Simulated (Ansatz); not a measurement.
# C2F4: the cost of one run

Method: the levels named in each step, in Ansatz 0.2.0.

## 1. The starting structure

Bond lengths: F1–C2 1.320 Å, C2–F3 1.320 Å, C2–C4 1.329 Å, C4–F5 1.320 Å, C4–F6 1.320 Å. Angles: F1–C2–F3 112.2°, F1–C2–C4 123.9°, F3–C2–C4 123.9°, C2–C4–F5 123.9°, C2–C4–F6 123.9°, F5–C4–F6 112.2°.

As a file:

```xyz
6

F    -1.3609   -0.0065    1.1450
C    -0.6635   -0.0246    0.0240
F    -1.4366   -0.0972   -1.0438
C     0.6635    0.0246   -0.0240
F     1.3609    0.0063   -1.1450
F     1.4366    0.0974    1.0438
```

## 2. A rough first relaxation, PBE-D4/def2-SVP

This run stands in another session on the same molecule. It ended at:

```xyz
6

F    -1.3567   -0.0057    1.1579
C    -0.6714   -0.0249    0.0243
F    -1.4334   -0.0977   -1.0570
C     0.6714    0.0249   -0.0243
F     1.3567    0.0057   -1.1579
F     1.4334    0.0977    1.0570
```

## 3. Relaxation, PBE0-D4/def2-TZVPP

This run stands in another session on the same molecule. It ended at:

```xyz
6

F    -1.3410   -0.0057    1.1428
C    -0.6591   -0.0244    0.0238
F    -1.4166   -0.0965   -1.0431
C     0.6591    0.0244   -0.0238
F     1.3410    0.0057   -1.1428
F     1.4166    0.0965    1.0431
```

## 4. Frequencies, PBE0-D4/def2-TZVPP

The input, input.yaml:

```yaml
crystal:
  periodic: [false, false, false]
  atoms:
    - { symbol: F, position_ang: [-1.34096086, -0.0056811, 1.14275392] }
    - { symbol: C, position_ang: [-0.659074, -0.0244197, 0.02382767] }
    - { symbol: F, position_ang: [-1.41662163, -0.09652626, -1.04305529] }
    - { symbol: C, position_ang: [0.65907354, 0.02442788, -0.02382888] }
    - { symbol: F, position_ang: [1.34096205, 0.00566213, -1.14275347] }
    - { symbol: F, position_ang: [1.41662092, 0.09650703, 1.04305605] }
basis:
  gaussian: { orbitals: def2-TZVPP }
hamiltonian:
  xc: pbe0
  dispersion: d4
phonons: {}
```

On the command line:

```sh
ansatz run input.yaml --threads 4 --pin off --max-ram 10240MiB --backend cpu --events-out ev --progress --plain --runs-dir out
```

**Question.** How long does this run take on 4 threads of AMD EPYC 9R45 (Zen 5), shared host, and how much memory does it need?

About 24 s, with a peak of 0.39 GiB.
